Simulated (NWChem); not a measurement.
## A calculation on phosphine (H₃P)

```xyz
4

P     -0.1302    -0.0034     0.0000
H      0.6666    -0.5810     1.0357
H      0.6666    -0.5810    -1.0357
H      0.6204     1.2123     0.0000
```
Charge 0, spin multiplicity 1.

All runs are NWChem calculations. Structure: optimised with PBE0/def2-SVP, a minimum by its harmonic frequencies.

Static limit.

Q: Give the polarisability tensor in bohr³ at PBE/Sadlej pVTZ, in the frame of the coordinates, and its isotropic mean.

A: 
```
33.51   0.06   0.00
 0.06  31.36   0.00
 0.00   0.00  31.36
```
Mean (one third of the trace): 32.08 bohr³.
